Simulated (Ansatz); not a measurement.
PH⁺, quartet in aug-cc-pVDZ: errors against full CI

Geometry: that of the PH, triplet, kept fixed. The doublet lies 1.5 eV lower here.

```xyz
2

P     0.0000    0.0000    0.0000
H     0.0000    0.0000    1.4282
```

Basis aug-cc-pVDZ; Ansatz 0.2.0. Only valence electrons are correlated (noble-gas cores frozen), which leaves 5 electrons in 31 orbitals. R marks a restricted (for open shells ROHF) determinant, U an unrestricted one. Active spaces: valence = (5e, 5o) chosen from the atoms' valence shells.

Full CI is exact within this basis and frozen core; it isn't the basis-set limit. The frozen core follows each run's orbitals, which can shift R against U totals by a few meV.

For open shells CISD and CISDTQ are restricted-active-space CI with the open shells as a complete middle space.

```
UHF ⟨S²⟩                          : 3.753
T1 diagnostic (RCCSD)             : 0.0316
largest doubles amplitude (RCCSD) : 0.067
T1 diagnostic (UCCSD)             : 0.0275
```

```csv
level,E − E(RHF) (eV)
UHF,-0.0398
RMP2,-1.6487
UMP2,-1.6494
RCCSD,-2.1781
UCCSD,-2.1795
RCCSD(T),-2.2305
UCCSD(T),-2.2310
```

Problem. Estimate how far full CI in aug-cc-pVDZ lies from RCCSD(T). The table doesn't fix it; the size of (T) and the diagnostics are the guide.

Solution. Full CI in aug-cc-pVDZ lies 1.7 kJ/mol below RCCSD(T), which is 34 % of the (T) step (-5.1 kJ/mol). T1 is raised, and the rest is a large part of (T).

The other levels:

```json
{"level": "CISD", "E − E(full CI) (kJ/mol)": "5.7", "share of correlation (%)": "97.36", "wall time": "0.33 s"}
{"level": "BCCD(T)", "E − E(full CI) (kJ/mol)": "1.8", "share of correlation (%)": "99.19", "wall time": "0.27 s"}
{"level": "RCCSDT", "E − E(full CI) (kJ/mol)": "0.1", "share of correlation (%)": "99.94", "wall time": "–"}
{"level": "UCCSDT", "E − E(full CI) (kJ/mol)": "0.1", "share of correlation (%)": "99.96", "wall time": "–"}
{"level": "CISDTQ", "E − E(full CI) (kJ/mol)": "0.0", "share of correlation (%)": "99.99", "wall time": "3.6 s"}
{"level": "RCCSDT(Q)", "E − E(full CI) (kJ/mol)": "0.0", "share of correlation (%)": "99.99", "wall time": "1.1 s"}
{"level": "UCCSDT(Q)", "E − E(full CI) (kJ/mol)": "0.0", "share of correlation (%)": "100.01", "wall time": "1.1 s"}
{"level": "CASSCF (valence space)", "E − E(full CI) (kJ/mol)": "165.8", "share of correlation (%)": "23.58", "wall time": "–"}
{"level": "NEVPT2 (valence space)", "E − E(full CI) (kJ/mol)": "46.5", "share of correlation (%)": "78.55", "wall time": "0.18 s"}
{"level": "MRCISD (valence space)", "E − E(full CI) (kJ/mol)": "8.3", "share of correlation (%)": "96.16", "wall time": "–"}
{"level": "MRCISD+Q (valence space)", "E − E(full CI) (kJ/mol)": "2.2", "share of correlation (%)": "99.00", "wall time": "0.33 s"}
```

The correlation energy at full CI, counted from RHF, is -2.248 eV. That run took 6 s on 1 thread of AMD EPYC 9R45, shared host over 243,572 determinants.

Times hold each run's SCF and search for its determinant on a shared host, so for small cases they say little of a method's own cost; they ran on 1 thread of AMD EPYC 9R45.

The full-CI state has the irrep A2 of C2v, in the program's axes (one component, if the state is degenerate).

Natural occupations of full CI about the gap: 1.943 0.997 0.988 0.988 0.026 0.011 0.011 0.009 0.009 0.005; effectively unpaired electrons, Σ n²(2−n)², 3.02.
